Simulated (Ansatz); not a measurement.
# Si₂H₃F (SMILES F[SiH]=[SiH2]): single points off equilibrium

One table from this session's results is given with a row withheld; the runs are named, their logs left out.

Program: Ansatz 0.2.0, Gaussian basis. Level of theory: single points in def2-TZVPP. These are calculated values, not measurements.

Cores are frozen in the correlated methods.

1 further run of the same task is left out (it didn't finish).

## The system as given

6 atoms, charge 0, spin multiplicity 1.

Atoms are counted from 1 here; the program's logs count them from 0.

Bond lengths: F1–Si2 1.649 Å, Si2–Si3 2.244 Å, Si2–H4 1.487 Å, Si3–H5 1.446 Å, Si3–H6 1.463 Å. Angles: F1–Si2–Si3 121.9°, F1–Si2–H4 103.1°, Si3–Si2–H4 118.6°, Si2–Si3–H5 107.5°, Si2–Si3–H6 124.1°, H5–Si3–H6 88.7°.

Geometry (Å):

```csv
atom,x (Å),y (Å),z (Å)
F1,-1.5966,-1.5449,0.6963
Si2,-0.1500,-0.9908,0.1308
Si3,0.2198,1.1901,-0.2460
H4,0.1911,-1.9661,-0.9384
H5,1.5146,1.3080,-0.8787
H6,0.6696,2.1347,0.7770
```

Set-up of the first run:

Input file run/in.yaml:

```yaml
crystal:
  periodic: [false, false, false]
  atoms:
    - {symbol: F, position_ang: [-1.596621, -1.544881, 0.696345]}
    - {symbol: Si, position_ang: [-0.150010, -0.990794, 0.130759]}
    - {symbol: Si, position_ang: [0.219767, 1.190089, -0.245962]}
    - {symbol: H, position_ang: [0.191065, -1.966147, -0.938388]}
    - {symbol: H, position_ang: [1.514611, 1.307960, -0.878662]}
    - {symbol: H, position_ang: [0.669555, 2.134701, 0.777014]}
basis:
  gaussian: {orbitals: def2-TZVPP}
hamiltonian: {xc: pbe, dispersion: d4}
output: {forces: true}
```

Command:

```sh
$ ansatz run in.yaml --threads 2 --pin off --events-out ev --progress --plain --max-ram 3481MiB
```

Among the steps run: PBE-D4/def2-TZVPP; r2SCAN-D4/def2-TZVPP; PBE0-D4/def2-TZVPP; wB97M-V/def2-TZVPP; CCSD(T)/def2-TZVPP.

One table of the session follows, with a row left open; its other results are not shown here.

| method | RMS force component (eV/Å) | angle to CCSD(T) forces (°) | dipole (D) |
| --- | --- | --- | --- |
| PBE-D4 | 0.546 | 26.0 | 0.75 |
| r2SCAN-D4 | 0.609 | 10.7 | 0.77 |
| PBE0-D4 | ? | ? | ? |
| wB97M-V | 0.571 | 11.2 | 0.77 |
| CCSD(T) | 0.622 | reference | 0.78 |

**Question.** Estimate the row for PBE0-D4.

As computed: RMS force component (eV/Å): 0.630; angle to CCSD(T) forces (°): 11.7; dipole (D): 0.84. In the column «RMS force component (eV/Å)» it is the highest.

Limits of these values: The reference is not at the basis limit: in triple zeta CCSD(T) underbinds, which counts against methods that bind more; the gaps are no ranking.
